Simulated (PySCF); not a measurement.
# AlH3 (SMILES [H][Al]([H])[H]): B3LYP/6-31G

Aim: the energy change on altering one bond length of AlH3 at B3LYP/6-31G, from 2 runs. 

Program for the calculation: PySCF 2.14.0.

8 further runs of the same task are left out: 8 set aside as unsound or not needed.

## 1. The molecule

The species is AlH3 (4 atoms), meant as a singlet with charge 0. SMILES: `[H][Al]([H])[H]`. The shape comes from GFN2-xTB, which is rough for such elements, and wasn't checked as a minimum.

Bond lengths: Al1–H2 1.553 Å, Al1–H3 1.553 Å, Al1–H4 1.553 Å. Angles: H2–Al1–H3 120.0°, H2–Al1–H4 120.0°, H3–Al1–H4 120.0°.

## 2. The energy at B3LYP/6-31G

Input file job.py:

```python
# AlH3
from pyscf import gto, dft

molecule = gto.M(
    atom='''
Al      -0.000010      -0.000020       0.000020
H        1.552650      -0.030520       0.014610
H       -0.749810       1.359840      -0.019120
H       -0.802830      -1.329300       0.004480
''',
    basis='6-31g',
    max_memory=1860,
    verbose=3,
    spin=0,
)

mf = dft.RKS(molecule, xc='b3lyp')
mf.conv_tol = 1e-10
mf.grids.level = 5
mf.kernel()
if not mf.converged:
    mf = mf.newton().run(mf.mo_coeff, mf.mo_occ)

e_final = mf.e_tot
print('E(%s) = %.9f' % ('B3LYP', e_final))
```

The run is started by

```
$ OMP_NUM_THREADS=1 python job.py
```

The program printed:

```text
converged SCF energy = -244.183716883166
E(B3LYP) = -244.183716883
```

Run time: 2 s. Hardware: 1 thread of Arm Neoverse V1, shared host; peak memory 0.18 GiB.

## 3. The distorted shape at the same level

Input file input.py:

```python
from pyscf import gto, dft

mol = gto.Mole()
mol.atom = [
    ('Al', (-0.776298, 0.015229, -0.007275)),
    ('H', (1.552650, -0.030520, 0.014610)),
    ('H', (-1.526098, 1.375089, -0.026415)),
    ('H', (-1.579118, -1.314051, -0.002815)),
]
mol.max_memory = 1860
mol.verbose = 3
mol.basis = '6-31g'
mol.build()

calc0 = dft.RKS(mol, xc='b3lyp')
calc0.grids.level = 5
calc0.conv_tol = 1e-10
calc0.kernel()
if not calc0.converged:
    calc0 = calc0.newton().run(calc0.mo_coeff, calc0.mo_occ)

etot = calc0.e_tot
print('Final energy', etot)
```

The run is started by

```
$ OMP_NUM_THREADS=1 python input.py
```

The program printed:

```text
converged SCF energy = -244.130051138432
Final energy -244.13005113843198
```

It took 2 s on 1 thread of Arm Neoverse V1, shared host; peak memory 0.18 GiB.

## 4. Results

Level: B3LYP/6-31G.

```
                                                          quantity          value
                                         first shape: total energy  -244.18372 Eh
                                        first shape: dipole moment         0.00 D
                                          first shape: HOMO energy       -8.48 eV
                                          first shape: LUMO energy       -2.03 eV
                                        first shape: HOMO–LUMO gap        6.44 eV
                                     distorted shape: total energy  -244.13005 Eh
                                    distorted shape: dipole moment         1.53 D
                                      distorted shape: HOMO energy       -7.09 eV
                                      distorted shape: LUMO energy       -2.34 eV
                                    distorted shape: HOMO–LUMO gap        4.74 eV
energy change with the Al1–H2 bond stretched from 1.553 to 2.330 Å       1.460 eV
```

What this shows: With the Al1–H2 bond stretched from 1.553 to 2.330 Å the energy rises by 1.46 eV (34 kcal/mol). The first shape isn't relaxed at this level, so the change isn't measured from a minimum. Mulliken charges (first shape) run from -0.18 on H2 to +0.55 on Al1.
